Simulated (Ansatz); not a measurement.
Born–Oppenheimer molecular dynamics of C3H3F (7 atoms, charge 0, multiplicity 1). It goes on from the last frame of an earlier run, with new velocities.

The calculation used RKS PBE0/def2-SVP in Ansatz.

```yaml
ensemble: NVT, Langevin thermostat
time_step: 0.5 fs
steps_asked: 150
set_temperature: 300 K
friction: 0.01 /fs
masses: H 10 u
seed: 634994
```

First frame:

```xyz
7
Properties=species:S:1:pos:R:3
F -1.285 -0.640 0.045
C -0.199 0.081 -0.406
C -0.126 1.533 0.023
C 0.659 0.679 0.607
H 0.063 -0.268 -1.364
H -0.692 2.409 0.140
H 1.540 0.391 1.225
```

**Question.** How far do the bonds stretch over the last three quarters of this one trajectory? (Pairs bonded in most of those frames.)

**Answer.** 
```csv
bond,mean (Å),spread (Å),shortest,longest
F1–C2,1.376,0.045,1.31,1.44
C2–C3,1.483,0.046,1.40,1.57
C2–C4,1.466,0.020,1.43,1.50
C2–H5,1.104,0.048,1.04,1.19
C3–C4,1.311,0.014,1.29,1.34
C3–H6,1.086,0.024,1.04,1.13
C4–H7,1.098,0.034,1.03,1.15
```

Mean temperature of the second half: 374 K. The mean temperature of the second half is 25 % above the set value. A run of 0.075 ps of so small a system gives no equilibrium averages.

Time of the run: 3.2 min on 1 thread of Arm Neoverse V2 (shared host), peak memory 0.11 GiB.
